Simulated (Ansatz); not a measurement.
# TiSb2 (I4/mcm)

All numbers below come from DFT PBEsol, scalar-relativistic, plane waves, PAW in Ansatz 0.2.0.

Cutoff 420 eV; k points 8×8×8 on the computed 6-atom cell (Γ-centred); Gaussian smearing, width 0.10 eV; no spin polarisation.

The structure is relaxed at this level of theory with its symmetry kept.

```
Ti Sb
1.0
    -3.31757    3.31757    2.85690
     3.31757   -3.31757    2.85690
     3.31757    3.31757   -2.85690
Ti Sb
2 4
Direct
  0.25000 0.25000 0.00000
  0.75000 0.75000 0.00000
  0.65302 0.15302 0.80605
  0.15302 0.34698 0.50000
  0.34698 0.84698 0.19395
  0.84698 0.65302 0.50000
```

Task: Formation energy from the elements' standard states (uncorrected)?

Result: -0.471 eV/atom.

Task: Density of states at the Fermi level?

Result: 1.11 states/eV per cell.

Task: Löwdin character within 0.5 eV of the Fermi level?

Result: Ti 3d 60 %, Sb 5p 31 %.

Task: Bulk modulus?

Result: 99 GPa.

Task: Its pressure derivative?

Result: 4.5.

Task: Bader charges (e)?

Result: Ti (2 in the cell) 0.98, Sb (4 in the cell) -0.49.

Spin-orbit coupling is left out, which matters for the bands of heavy elements.

Cost: 9 runs of about 19 core-minutes in all, on Arm Neoverse V1 (shared hosts).